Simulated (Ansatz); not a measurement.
[Br···H···N], quartet along the distance Br1-H2

Starting geometry:

```xyz
3

Br    0.0000    0.0000   -1.4129
H     0.0000    0.0000    0.0077
N     0.0000    0.0000    1.4051
```

From there H2 is moved from one fragment to the other while all else, the fragments' distance too, stays fixed; atoms are numbered as listed. Energies are in kJ/mol, counted from the starting geometry at the same level.

Basis cc-pVTZ; Ansatz 0.2.0. Correlated methods freeze the noble-gas cores and the filled d shells of p-block atoms. Prefix R: restricted or restricted open-shell reference; prefix U: unrestricted. Active spaces: valence = (13e, 9o) chosen from the atoms' valence shells. No spin–orbit coupling is included, and no scalar relativity.

Runs in a small pair space aren't shown, since their orbitals change along the scan.

Full CI isn't at hand for all of this; UCCSDT(Q) serves as the reference, and is uncertain by about the last step of the cluster series. The frozen core follows each run's orbitals, which can shift R against U totals by a few meV for light atoms and by up to 0.1 eV past Ca.

| distance Br1-H2 (Å) | UCCSDT(Q) | error RMP2 | error UCCSD | error BCCD(T) | error RCCSDT | error MRCISD (valence space) | error MRCISD+Q (valence space) |
| --- | --- | --- | --- | --- | --- | --- | --- |
| 1.421 | 0.0 | 0.0 | 0.0 | 0.0 | 0.0 | 0.0 | 0.0 |
| 1.472 | 0.5 | 2.7 | 1.2 | 0.3 | 0.1 | 1.0 | 0.5 |
| 1.574 | 6.0 | 8.1 | 3.2 | 0.7 | 0.4 | 2.9 | 1.1 |
| 1.676 | 10.3 | -2.8 | 3.4 | 0.9 | 0.5 | 3.7 | 1.2 |
| 1.778 | 17.7 | 3.9 | 1.3 | 0.7 | 0.2 | 3.3 | 1.1 |

Errors are those of relative energies. In total energy the starting point itself misses UCCSDT(Q) by: RMP2 122.4, UCCSD 31.5, BCCD(T) 4.0, RCCSDT 1.4, MRCISD (valence space) 84.9, MRCISD+Q (valence space) 13.9 kJ/mol.

Spread of the error over the points with a reference, to 1.778 Å (largest less smallest): RCCSDT 0.5, BCCD(T) 0.9, MRCISD+Q (valence space) 1.2, UCCSD 3.4, MRCISD (valence space) 3.7, RMP2 10.8 kJ/mol.
